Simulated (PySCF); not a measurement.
## Computed properties of O₂S, SMILES O=S=O

sulfur dioxide (O2S), SMILES O=S=O. The structure is a stationary point at B3LYP-D3(BJ)/def2-TZVP. The values are those of a single conformer. All values are computed for the isolated molecule unless a solvent is named; none is compared with measurement here.

**Structure.** The optimised structure has C2v symmetry. All 3 harmonic modes at B3LYP-D3(BJ)/def2-TZVP (PySCF) are real, so it is a minimum. With heavy atoms numbered as in [O:1]=[S:2]=[O:3], the shortest bond between them is O1–S2 at 1.439 Å and the longest S2–O3 at 1.439 Å.

**Vibrations.** The strongest infrared lines (harmonic, unscaled, degenerate partners summed) lie at 1376 cm⁻¹ (214 km/mol, O 57 %, S 43 %), 1179 cm⁻¹ (31 km/mol, O 78 %, S 22 %), 522 cm⁻¹ (30 km/mol, O 72 %, S 28 %). The softest mode is at 522 cm⁻¹ and the zero-point energy is 4.4 kcal/mol.

**Electronic structure.** PBE0/def2-TZVPD (PySCF) places the frontier levels at -9.65 and -3.55 eV, a gap of 6.10 eV, and gives a dipole moment of 1.67 D and a mean polarisability of 25.3 bohr³. PBE/def2-TZVPD (PySCF) at the same geometry gives -8.09 and -4.47 eV, so its gap is 2.48 eV narrower. An orbital gap is neither the optical nor the fundamental gap.

**Excitations.** TDA-M06-2X/def2-TZVPD (PySCF) has S1 at 4.24 eV (292 nm, f = 0.009, weak); the most intense of the 10 singlets computed lies at 6.69 eV (f = 0.07). T1 (TDA) is at 3.21 eV, 1.03 eV under S1. TDA-PBE/def2-TZVPD (PySCF) puts S1 at 4.23 eV. No vertical singlet excitation falls in the visible range (under 3.1 eV).

**Solvation.** SMD-ωB97X/def2-SVP (PySCF) gives -4.1 kcal/mol in water, -2.9 kcal/mol in 2-propanol, -2.5 kcal/mol in ethanol (1 M in both phases, gas-phase geometry); of these solvents water holds the molecule best.
